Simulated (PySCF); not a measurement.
## ClF: frontier orbitals

RHF at R = 1.646 Å; Cl x2c-SVPall, F x2c-SVPall; spin-free X2C with a Gaussian nucleus (PySCF 2.14). State: ¹Σ⁺ (singlet), closed shell. Only the outer orbitals are listed, counted within each symmetry.

| orbital | occ. | ε (eV) | on Cl (%) | main shells (%) |
| --- | --- | --- | --- | --- |
| 5σ | 2 | -43.68 | 9 | 90 F s |
| 6σ | 2 | -30.08 | 85 | 84 Cl s, 8 F p |
| 2π | 2 | -19.46 | 12 | 88 F p, 12 Cl p |
| 2π | 2 | -19.46 | 12 | 88 F p, 12 Cl p |
| 7σ | 2 | -18.62 | 38 | 60 F p, 30 Cl p |
| 3π | 2 | -13.40 | 88 | 88 Cl p, 12 F p |
| 3π | 2 | -13.40 | 88 | 88 Cl p, 12 F p |
| 8σ | 0 | 2.05 | 77 | 71 Cl p, 24 F p |
| 9σ | 0 | 16.68 | 103 | 100 Cl s |
| 4π | 0 | 25.64 | 92 | 90 Cl d |

Q: Which are the highest filled and the lowest empty level, where do they sit, and how wide is the gap?

A: Highest filled 3π at -13.40 eV (in %: 88 Cl p, 12 F p); lowest empty 8σ at 2.05 eV (in %: 71 Cl p, 24 F p); the gap at RHF is 15.45 eV. An empty level above zero is unbound, and its energy depends on the basis.

The bond order (Mayer) is 0.85, the ⟨S²⟩ is 0.000 and the charge on Cl (Mulliken, basis-dependent) is 0.34. The charge on Cl (Löwdin, basis-dependent) is 0.30 and the dipole moment (positive dipole means Cl(−)F(+)) is -1.55 D. The polarisability along the bond is 17.3 bohr³ and the polarisability across the bond is 6.5 bohr³.

Shares are Mulliken populations and can fall outside 0 to 100 %.
